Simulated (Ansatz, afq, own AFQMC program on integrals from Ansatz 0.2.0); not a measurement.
## SiNH⁻, doublet in aug-cc-pVDZ, levels against CCSDT(Q)

```json
{"atom": "Si", "x (Å)": "0.0000", "y (Å)": "0.0330", "z (Å)": "0.6059"}
{"atom": "N", "x (Å)": "0.0000", "y (Å)": "-0.1138", "z (Å)": "-1.0890"}
{"atom": "H", "x (Å)": "0.0000", "y (Å)": "0.6631", "z (Å)": "-1.7496"}
```

Connectivity, by distances: Si–NH.

Basis aug-cc-pVDZ. Noble-gas cores (and the filled d shells of Ga–Kr and In–Xe) are frozen. Integrals, coupled cluster, full CI and functionals: Ansatz 0.2.0; the random walks run on the same integrals in our own AFQMC program. The CISD trial takes its coefficients from CCSD amplitudes. Released means that phaseless walkers are propagated on without the constraint, phases kept. Uncertainties: one standard error, sampling alone.

Determinant: ROHF, the one that the program's search chose, which needn't be the lowest solution. The geometry is a PBE0/def2-TZVP stationary point of this or a neighbouring charge and spin state.

No full CI on the walks' own integrals is used here; CCSDT(Q) serves as the reference and is uncertain by about the last step of the cluster series.

Cautions: higher spins were not checked; a spin-contaminated unrestricted determinant lies lower (UHF 134 meV lower, ⟨S²⟩ 1.03); the released energies are still falling, so no released level is given (meV from the phaseless value at times in 1/Eh: -6 ± 6 at 0.24, -9 ± 5 at 0.51, -19 ± 3 at 0.99, -24 ± 7 at 1.62, -48 ± 27 at 2.40), though the last usable value meets CCSDT(Q) within the noise.

```
T1 diagnostic                               : 0.0287
weight of the determinant in the CISD state : 0.845
size of the correlated space                : 11 electrons in 53 orbitals
```

Reference: CCSDT(Q), correlation energy -8.509 eV.

```tsv
level	E − E(reference) (mEh)	share of correlation (%)
HF	312.72	0.00
MP2	30.69	90.19
CCSD	17.27	94.48
CCSD(T)	2.14	99.32
CCSDT	1.42	99.54
ph-AFQMC/CISD	0.77 ± 0.24	99.76
```

A walk keeps the symmetry of its determinant, which the program's search chose and which needn't be the lowest solution, so a lower state of the same spin and another symmetry isn't excluded.
